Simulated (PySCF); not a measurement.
# HAlO: from structure and modes to constants

These are results of PySCF, PBE0, basis Al def2-TZVP, O def2-TZVP, H def2-TZVP (no relativity, density fitting), not measurements.

The singlet minimum has C∞v symmetry. Masses (u): Al 26.98154, O 15.99492, H 1.00782.

```xyz
3
charge 0 multiplicity 1, angstrom
Al    0.0000    0.0000    0.5437
O     0.0000    0.0000   -1.0501
H     0.0000    0.0000    2.1121
```

Harmonic wavenumbers (cm⁻¹): 429.7 (π, ×2), 1097.5 (σ+, ×1), 1997.8 (σ+, ×1).

Question: Find the principal moments of inertia and the rotational constants. What kind of rotor is it?

Answer: About the centre of mass I = 30.109 u Å². With B = 16.8576/I this gives 0.5599 cm⁻¹. The molecule is linear.

Question: What is the harmonic zero-point energy?

Answer: Half the sum of all 4 wavenumbers, 3955/2 = 1977 cm⁻¹, which is 23.7 kJ/mol (1 cm⁻¹ = 0.0119627 kJ/mol).

Question: Find the vibrational entropy and heat capacity at 298.15 K.

Answer: With u = 1.43878 ω/T, each mode gives S = R[u/(eᵘ−1) − ln(1−e⁻ᵘ)] and C = R u² eᵘ/(eᵘ−1)².
```csv
ω (cm⁻¹),u,S (J/(mol K)),C (J/(mol K))
429.7 (×2),2.073,3.60,5.88
1097.5,5.296,0.26,1.18
1997.8,9.641,0.01,0.05
```
The sums over all modes are S = 7.5 and C = 13.0 J/(mol K); the softest mode gives 48 % of the entropy (each member, where degenerate).

Only a few start shapes were tried, so a lower isomer may exist.
